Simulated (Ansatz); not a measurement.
Start from `CCOC(C)F` and change one atom or group to get `CCOC(F)F`.

Ansatz, PBE0-D4/def2-TZVP geometries, multiplicity 1. Each molecule was computed in one conformer, which needn't be the lowest.

```json
{"property": "size of the dipole moment (B3LYP/def2-TZVPP) / D", "`CCOC(C)F`": "1.59"}
{"property": "HOMO–LUMO gap (PBE0/def2-TZVPP) / eV", "`CCOC(C)F`": "9.58"}
{"property": "size of the dipole moment (ωB97M-V/def2-TZVPP) / D", "`CCOC(C)F`": "1.58"}
{"property": "LUMO energy (B3LYP/def2-TZVPP) / eV", "`CCOC(C)F`": "1.03"}
{"property": "HOMO energy (B3LYP/def2-TZVPP) / eV", "`CCOC(C)F`": "-7.97"}
{"property": "HOMO energy (PBE0/def2-TZVPP) / eV", "`CCOC(C)F`": "-8.19"}
```

Problem. Give the same properties after the change, and the shifts. (Best estimate.)

Solution. Ansatz gave: 
| property | `CCOC(F)F` | shift |
| --- | --- | --- |
| size of the dipole moment (B3LYP/def2-TZVPP) / D | 2.96 | 1.37 |
| HOMO–LUMO gap (PBE0/def2-TZVPP) / eV | 9.98 | 0.40 |
| size of the dipole moment (ωB97M-V/def2-TZVPP) / D | 2.95 | 1.37 |
| LUMO energy (B3LYP/def2-TZVPP) / eV | 0.84 | -0.19 |
| HOMO energy (B3LYP/def2-TZVPP) / eV | -8.56 | -0.59 |
| HOMO energy (PBE0/def2-TZVPP) / eV | -8.78 | -0.59 |

With PBE0 the HOMO falls by 0.59 eV and the LUMO falls by 0.19 eV, so the gap widens by about 0.40 eV. PBE moves the HOMO by -0.54 eV and ωB97M-V by -0.59 eV. The zero-point energy changes by -92.5 kJ/mol with -9 modes. Dipoles are sizes alone; their direction can turn.

Positive LUMOs are unbound, so they and the gaps depend on the basis.

B3LYP here is the variant with VWN-RPA as its local correlation; programs differ in this.
